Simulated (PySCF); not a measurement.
**Two probes of the same atoms: core binding energy and nuclear shielding**

Species: 2,4-hexadiyne, C6H6.
Cartesian coordinates in Å at the PBE0-D3(BJ)/def2-SVP level; atoms count from 1:
```xyz
12
C6H6 angstrom
C      2.755   -1.893    0.322
C      1.565   -1.074    0.203
C      0.563   -0.387    0.102
C     -0.563    0.387   -0.012
C     -1.565    1.074   -0.113
C     -2.755    1.893   -0.231
H      2.959   -2.147    1.374
H      3.639   -1.368   -0.075
H      2.645   -2.836   -0.237
H     -2.663    2.816    0.364
H     -2.935    2.184   -1.278
H     -3.646    1.351    0.125
```

Binding energies: delta-SCF UKS SCAN, pcX-2 on the ionised atom, pcseg-1 elsewhere, spin-free X2C (PySCF 2.14.0). Shieldings: GIAO CAM-B3LYP/pcSseg-2, non-relativistic, same geometry.

| atom | C 1s (eV) |
| --- | --- |
| C1 | 291.55 |
| C2 | 290.01 |
| C3 | 290.43 |

What are the absolute isotropic shieldings of these atoms?

```csv
atom,environment,C 1s (eV),isotropic shielding (ppm)
C2,alkyne carbon,290.01,104.5
C3,alkyne carbon,290.43,108.9
C1,propargylic carbon,291.55,179.0
```

Among the listed atoms, is the one with the highest binding energy also the least shielded?

No. The highest binding energy is at C1 (291.55 eV, shielding 179.0 ppm), the lowest shielding at C2 (104.5 ppm, 290.01 eV).

By binding energy: C2 < C3 < C1. By shielding: C2 < C3 < C1.

Of atoms equivalent by bonding only the ionised one is listed; its partners' own values can differ in this conformer. Spin contamination (⟨S²⟩ against 0.75 for a pure doublet) is marked for C 1s of C2/C5 (0.92) and C 1s of C3/C4 (0.92), which makes these values less certain. Geometry: PBE0-D3(BJ)/def2-SVP; no solvent, vibrations or thermal averaging.
